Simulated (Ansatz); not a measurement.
Geometry optimisation, RKS B3LYP-D4/def2-mTZVP (Ansatz).

input.yaml

```yaml
crystal:
  periodic: [false, false, false]
  atoms:
    - { symbol: Si, position_ang: [-0.6089, -0.5391, -0.1916] }
    - { symbol: H, position_ang: [1.1735, -0.7613, -0.7496] }
    - { symbol: H, position_ang: [-0.8171, -1.5315, -1.231] }
    - { symbol: H, position_ang: [-2.0072, -0.0969, 0.103] }
    - { symbol: C, position_ang: [0.0782, -0.8917, 1.5339] }
    - { symbol: H, position_ang: [0.8919, 0.1673, -0.8953] }
    - { symbol: C, position_ang: [0.1316, 1.3474, -0.9674] }
    - { symbol: H, position_ang: [-0.7275, -0.9732, 2.255] }
    - { symbol: H, position_ang: [0.629, -1.8249, 1.5569] }
    - { symbol: H, position_ang: [0.747, -0.1092, 1.8763] }
    - { symbol: H, position_ang: [-0.7248, 1.9978, -0.7806] }
    - { symbol: H, position_ang: [0.9634, 1.8395, -0.4625] }
    - { symbol: H, position_ang: [0.2709, 1.3756, -2.047] }
basis:
  gaussian: { orbitals: def2-mTZVP }
hamiltonian:
  xc: b3lyp
  dispersion: d4
relax:
  f_tol: 0.15
  max_steps: 25
  restrain:
    - { distance: [0, 6], at: 3.17, k: 30.0 }
    - { distance: [5, 1], at: 1.92, k: 30.0 }
    - { distance: [0, 1], at: 1.42, k: 30.0 }
    - { distance: [5, 6], at: 1.07, k: 30.0 }
output:
  orbitals: {}
```

Command:

```bash
$ ansatz run input.yaml --threads 2 --pin off --max-ram 3072MiB --backend cpu --events-out ev --progress --plain --runs-dir out
```

Q: Where does it end, and by what steps?

A: It converged. The restraints hold the end off the free minimum. After 15 steps the energy has fallen by 3.272 eV (the restraints' own energy left out); H3 moved furthest, 1.36 Å. Joined: Si1–H2 (1.88 → 1.44 Å), H6–C7 (1.41 → 1.08 Å).

| step | energy less start (eV) | largest force component (eV/Å) | accepted |
| --- | --- | --- | --- |
| 0 | 0.0000 | 3.068 | yes |
| 1 | 0.9810 | 2.201 | yes |
| 2 | 1.0019 | 2.518 | yes |
| 3 | 0.2296 | 2.410 | yes |
| 4 | -1.2487 | 1.614 | yes |
| 5 | -2.0321 | 1.123 | yes |
| 6 | -2.5265 | 0.804 | yes |
| 7 | -2.8264 | 1.039 | yes |
| 8 | -3.0229 | 1.191 | yes |
| 9 | -3.1092 | 1.169 | yes |
| 10 | -3.2022 | 1.216 | yes |
| 11 | -3.1880 | 0.709 | yes |
| 12 | -3.2503 | 0.648 | yes |
| 13 | -3.2589 | 0.706 | yes |
| 14 | -3.2641 | 0.755 | yes |
| 15 | -3.2716 | 0.702 | yes |

```xyz
13
Properties=species:S:1:pos:R:3
Si -0.565 -1.204 -0.288
H 0.559 -1.059 -1.181
H -1.102 -2.584 -0.423
H -1.637 -0.268 -0.702
C -0.043 -0.924 1.502
H 1.049 0.785 -0.899
C 0.521 1.726 -0.905
H -0.892 -1.041 2.179
H 0.714 -1.653 1.797
H 0.374 0.071 1.660
H -0.139 1.806 -0.044
H 1.234 2.551 -0.880
H -0.071 1.794 -1.817
```

Time of the run: 28 s on 2 threads of Intel(R) Xeon(R) 6975P-C (Granite Rapids), with other jobs on the host, peak memory 0.19 GiB.
